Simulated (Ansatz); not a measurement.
MgMe2 (C2H6Mg). Total charge 0; singlet. Geometry B3LYP-D4/def2-TZVP.

Cartesian coordinates in Å:
```
Mg -0.0052 0.0003 0.0012
C -0.3214 -1.8319 -0.9619
H -0.9470 -1.7214 -1.8533
H -0.8194 -2.5556 -0.3089
H 0.6197 -2.2875 -1.2858
C 0.3203 1.8319 0.9622
H 0.8967 2.5215 0.3373
H 0.8754 1.7075 1.8974
H -0.6190 2.3352 1.2119
```

Question: Estimate the orbital energies around the gap (eV) in Ansatz with PBE-D4/def2-TZVPD, r2SCAN-D4/def2-TZVP, r2SCAN-D4/def2-TZVPD, PBE0-D4/def2-TZVP, PBE0-D4/def2-TZVPD.

Answer: 
```
orbital  PBE-D4/def2-TZVPD  r2SCAN-D4/def2-TZVP  r2SCAN-D4/def2-TZVPD  PBE0-D4/def2-TZVP  PBE0-D4/def2-TZVPD
HOMO−13            -267.63              -271.62               -271.63            -276.77             -276.78
HOMO−12            -267.63              -271.62               -271.63            -276.77             -276.78
HOMO−11             -79.07               -82.17                -82.16             -85.03              -85.04
HOMO−10             -46.28               -47.72                -47.72             -50.35              -50.35
 HOMO−9             -46.28               -47.72                -47.72             -50.35              -50.35
 HOMO−8             -45.97               -47.39                -47.39             -50.09              -50.09
 HOMO−7             -15.85               -16.70                -16.70             -18.11              -18.12
 HOMO−6             -15.79               -16.64                -16.64             -18.05              -18.06
 HOMO−5              -8.84                -9.15                 -9.16             -10.28              -10.29
 HOMO−4              -8.84                -9.15                 -9.16             -10.28              -10.29
 HOMO−3              -8.81                -9.12                 -9.12             -10.25              -10.26
 HOMO−2              -8.81                -9.12                 -9.12             -10.25              -10.26
 HOMO−1              -6.49                -6.63                 -6.63              -7.70               -7.70
   HOMO              -5.30                -5.49                 -5.49              -6.45               -6.45
   LUMO              -1.18                -0.69                 -0.71              -0.51               -0.54
 LUMO+1              -0.58                -0.03                 -0.16               0.21               -0.03
 LUMO+2              -0.58                -0.03                 -0.16               0.21               -0.03
 LUMO+3               0.11                 1.77                  0.75               1.70                0.56
 LUMO+4               1.19                 2.49                  1.63               2.53                1.64
 LUMO+5               1.19                 2.74                  1.63               2.83                1.64
```
